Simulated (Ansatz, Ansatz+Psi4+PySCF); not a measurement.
```xyz
2

H     0.0000    0.0000   -0.8944
F     0.0000    0.0000    0.0994
```

Basis set: cc-pVTZ (spherical functions). Frozen core: 1 orbital. Charge 0, multiplicity 1.

Computed with Ansatz (development build ahead of 0.2.0); each method stands on the lowest determinant of its kind that the runs found. Restricted open shells among the atoms or ions are ROHF, correlated in semicanonical orbitals with singles.

The atomization energy at this shape (free ground-state atoms in the same class of orbitals less the molecule, no zero-point energy) of singlet HF:

```json
{"method": "RHF", "atomization energy": "4.03 eV"}
```

Task: What does RHF-MP2 give?

Result: 5.96 eV.
